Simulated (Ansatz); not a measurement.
# C₄H₇NO: a ladder of functionals and wavefunction methods

One table from this session's results is given with a row withheld; the runs are named, their logs left out.

Method: functionals in def2-TZVPP, the program's frozen cores in correlated methods; program: Ansatz 0.2.0, Gaussian basis.

The runs, in order: LDA (SPW92), PBE-D4, revPBE-D4, BLYP-D4, r2SCAN-D4, B97M-V, PBE0-D4, B3LYP-D4, r2SCANh-D4, r2SCAN0-D4, HSE06-D4, BHLYP-D4, CAM-B3LYP-D4, LC-ωPBE, ωB97X-V, ωB97M-V, B2PLYP, PBE-QIDH; CCSD(T)/def2-SVP; CCSD(T)/def2-TZVPP; MP2/def2-QZVPP; extrapolation to the limit; RPA on PBE.

### The geometry

An earlier PBE0-D4 in a triple-zeta def2 set relaxation fixed the geometry.

SMILES `C/C=N/C(C)=O`, 13 atoms, charge 0, spin multiplicity 1.

Atoms are counted from 1 here; the program's logs count them from 0.

Bond lengths: C1–C2 1.482 Å, C1–H7 1.094 Å, C1–H8 1.095 Å, C1–H9 1.089 Å, C2–N3 1.265 Å, C2–H10 1.098 Å, N3–C4 1.406 Å, C4–C5 1.499 Å, C4–O6 1.206 Å, C5–H11 1.088 Å, C5–H12 1.093 Å, C5–H13 1.093 Å. Angles: C2–C1–H7 110.3°, C2–C1–H8 109.6°, C2–C1–H9 110.9°, H7–C1–H8 106.5°, H7–C1–H9 109.7°, H8–C1–H9 109.7°, C1–C2–N3 122.5°, C1–C2–H10 117.1°, N3–C2–H10 120.4°, C2–N3–C4 118.1°, N3–C4–C5 113.3°, N3–C4–O6 122.6°, C5–C4–O6 123.9°, C4–C5–H11 110.0°, C4–C5–H12 110.4°, C4–C5–H13 109.1°, H11–C5–H12 110.5°, H11–C5–H13 110.0° and more.

The first run:

File in.yaml:

```yaml
crystal:
  periodic: [false, false, false]
  atoms:
    - {symbol: C, position_ang: [1.206675, -2.029297, 0.506983]}
    - {symbol: C, position_ang: [0.816943, -0.600692, 0.447117]}
    - {symbol: N, position_ang: [-0.362739, -0.227759, 0.185530]}
    - {symbol: C, position_ang: [-0.647073, 1.148791, 0.229848]}
    - {symbol: C, position_ang: [-1.405858, 1.637351, -0.967386]}
    - {symbol: O, position_ang: [-0.362748, 1.840984, 1.175282]}
    - {symbol: H, position_ang: [1.995893, -2.238034, -0.221898]}
    - {symbol: H, position_ang: [1.626870, -2.254491, 1.492452]}
    - {symbol: H, position_ang: [0.350642, -2.674717, 0.316206]}
    - {symbol: H, position_ang: [1.602558, 0.140310, 0.646665]}
    - {symbol: H, position_ang: [-1.530980, 2.716528, -0.914324]}
    - {symbol: H, position_ang: [-0.886881, 1.357025, -1.886984]}
    - {symbol: H, position_ang: [-2.382898, 1.149199, -0.994892]}
basis:
  gaussian: {orbitals: def2-TZVPP}
hamiltonian: {xc: lda}
output: {orbitals: {seedname: orbitals}}
```

Steps of the session up to this table: LDA; PBE-D4 (GGA); revPBE-D4 (GGA); BLYP-D4 (GGA); r2SCAN-D4 (meta-GGA); B97M-V (meta-GGA); PBE0-D4 (hybrid); B3LYP-D4 (hybrid); r2SCANh-D4 (hybrid); r2SCAN0-D4 (hybrid); HSE06-D4 (hybrid); BHLYP-D4 (hybrid); CAM-B3LYP-D4 (range-separated); LC-ωPBE (range-separated); ωB97X-V (range-separated); ωB97M-V (range-separated); B2PLYP (double hybrid); PBE-QIDH (double hybrid).

One table of the session follows, with a row left open; its other results are not shown here.

It belongs to the step «Frontier levels by functional». 

```
  functional  HOMO (eV)  gap (eV)
 LDA (SPW92)      -5.85      3.40
      PBE-D4      -5.68      3.47
   revPBE-D4      -5.60      3.49
     BLYP-D4      -5.60      3.52
   r2SCAN-D4      -5.96      3.95
      B97M-V      -6.12      4.23
     PBE0-D4      -7.25      6.12
    B3LYP-D4      -7.02      5.64
  r2SCANh-D4      -6.56      4.95
  r2SCAN0-D4      -7.46      6.44
    HSE06-D4      -6.84      5.33
    BHLYP-D4      -8.78      8.87
CAM-B3LYP-D4          ?         ?
     LC-ωPBE     -10.03     11.30
     ωB97X-V      -9.71     10.91
     ωB97M-V      -9.66     10.78
```

**Question.** Estimate the row for CAM-B3LYP-D4.

**Answer.** HOMO (eV): -8.73; gap (eV): 8.79. In the column «HOMO (eV)» it lies between BHLYP-D4 (-8.78) and r2SCAN0-D4 (-7.46).
